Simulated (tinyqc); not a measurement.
CIS on RHF in the sto-3g basis, for HF, spin multiplicity 1, step by step. One step of it, computed by the program tinyqc.

Question. CIS matrix, singlets. A(ia,jb) = (e_a - e_i) d_ij d_ab + 2 (ia|jb) - (ij|ab).

orbital energies (hartree): MO1 -25.897440, MO2 -1.481287, MO3 -0.593922, MO4 -0.465288, MO5 -0.465288, MO6 0.660980

Two-electron integrals over orbitals (pq|rs), unique and non-zero (hartree):
```
(11|11) 5.361887    (21|11) -0.500170   (21|21) 0.073957    (22|11) 1.193350
(22|21) -0.018839   (22|22) 0.857527    (31|11) 0.172845    (31|21) -0.023091
(31|22) 0.015041    (31|31) 0.024698    (32|11) -0.144127   (32|21) 0.009416
(32|22) -0.009026   (32|31) 0.021007    (32|32) 0.158505    (33|11) 1.029481
(33|21) -0.011965   (33|22) 0.763864    (33|31) -0.006454   (33|32) -0.057701
(33|33) 0.789956    (41|41) 0.029623    (42|41) 0.038771    (42|42) 0.178587
(43|41) -0.012390   (43|42) -0.045479   (43|43) 0.051361    (44|11) 1.264001
(44|21) -0.014265   (44|22) 0.875115    (44|31) 0.005006    (44|32) -0.076779
(44|33) 0.770615    (44|44) 0.997514    (51|51) 0.029623    (52|51) 0.038771
(52|52) 0.178587    (53|51) -0.012390   (53|52) -0.045479   (53|53) 0.051361
(54|54) 0.053770    (55|11) 1.264001    (55|21) -0.014265   (55|22) 0.875115
(55|31) 0.005006    (55|32) -0.076779   (55|33) 0.770615    (55|44) 0.889973
(55|55) 0.997514    (61|11) 0.179838    (61|21) -0.029226   (61|22) -0.000689
(61|31) -0.007465   (61|32) -0.025267   (61|33) 0.014255    (61|44) 0.004863
(61|55) 0.004863    (61|61) 0.027323    (62|11) -0.263002   (62|21) 0.005531
(62|22) -0.136283   (62|31) -0.020307   (62|32) -0.038480   (62|33) -0.044056
(62|44) -0.135556   (62|55) -0.135556   (62|61) 0.014745    (62|62) 0.099241
(63|11) -0.341027   (63|21) 0.006073    (63|22) -0.150067   (63|31) 0.002409
(63|32) 0.093324    (63|33) -0.130148   (63|44) -0.185120   (63|55) -0.185120
(63|61) -0.006593   (63|62) 0.059867    (63|63) 0.163993    (64|41) -0.011501
(64|42) -0.044936   (64|43) -0.012423   (64|64) 0.032097    (65|51) -0.011501
(65|52) -0.044936   (65|53) -0.012423   (65|65) 0.032097    (66|11) 0.895170
(66|21) -0.008804   (66|22) 0.691137    (66|31) 0.017182    (66|32) 0.075492
(66|33) 0.669473    (66|44) 0.655407    (66|55) 0.655407    (66|61) -0.010050
(66|62) -0.068729   (66|63) -0.012156   (66|66) 0.718076
```

Give: CIS matrix A, singlet.

Answer.

CIS matrix A, singlet (hartree), lower triangle:
```
        1>6    2>6    3>6    4>6    5>6
1>6  25.718
2>6   0.038  1.650
3>6  -0.030  0.044  0.913
4>6   0.000  0.000  0.000  0.535
5>6   0.000  0.000  0.000  0.000  0.535
```
